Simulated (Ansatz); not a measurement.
# CH₃B: one structure at several levels

One table from this session's results is given with a row withheld; the runs are named, their logs left out.

Program: Ansatz 0.2.0, Gaussian basis. Level of theory: single points in def2-TZVPP. These are calculated values, not measurements.

Correlated methods freeze the cores.

**Where the work starts**

SMILES `B=C`, 5 atoms, charge 0, spin multiplicity 1.

Atoms are counted from 1 here; the program's logs count them from 0.

Bond lengths: B1–C2 1.325 Å, B1–H3 1.189 Å, C2–H4 1.106 Å, C2–H5 1.052 Å. Angles: C2–B1–H3 177.3°, B1–C2–H4 131.7°, B1–C2–H5 120.7°, H4–C2–H5 107.4°.

Geometry (Å):

```xyz
5
CH3B
B     0.12410   -0.76020    0.20030
C    -0.10740    0.50190   -0.12980
H     0.28590   -1.90780    0.46790
H    -0.69990    0.95160   -0.94810
H     0.36700    1.28720    0.38430
```

The first run:

Contents of run/in.yaml:

```yaml
crystal:
  periodic: [false, false, false]
  atoms:
    - {symbol: B, position_ang: [0.124100, -0.760200, 0.200300]}
    - {symbol: C, position_ang: [-0.107400, 0.501900, -0.129800]}
    - {symbol: H, position_ang: [0.285900, -1.907800, 0.467900]}
    - {symbol: H, position_ang: [-0.699900, 0.951600, -0.948100]}
    - {symbol: H, position_ang: [0.367000, 1.287200, 0.384300]}
basis:
  gaussian: {orbitals: def2-TZVPP}
correlation: {method: ccsd_t}
output: {forces: true}
```

The command line of these runs was not kept.

Steps of the session up to this table: CCSD(T)/def2-TZVPP; PBE0-D4/def2-TZVPP; wB97M-V/def2-TZVPP; r2SCAN-D4/def2-TZVPP; PBE-D4/def2-TZVPP; BHLYP-D4/def2-TZVPP; r2SCAN0-D4/def2-TZVPP.

One table of the session follows, with a row left open; its other results are not shown here.

```
    method  RMS force component (eV/Å)  angle to CCSD(T) forces (°)  dipole (D)
   CCSD(T)                       1.484                    reference        0.40
   PBE0-D4                       1.251                          4.9        0.39
   wB97M-V                       1.249                          5.2        0.44
 r2SCAN-D4                       1.257                          4.6        0.34
    PBE-D4                           ?                            ?           ?
  BHLYP-D4                       1.251                          7.3        0.51
r2SCAN0-D4                       1.240                          5.5        0.43
```

Estimate the missing values for PBE-D4.

**Answer.** RMS force component (eV/Å): 1.279; angle to CCSD(T) forces (°): 7.1; dipole (D): 0.28. In the column «RMS force component (eV/Å)» it lies between r2SCAN-D4 (1.257) and CCSD(T) (1.484).
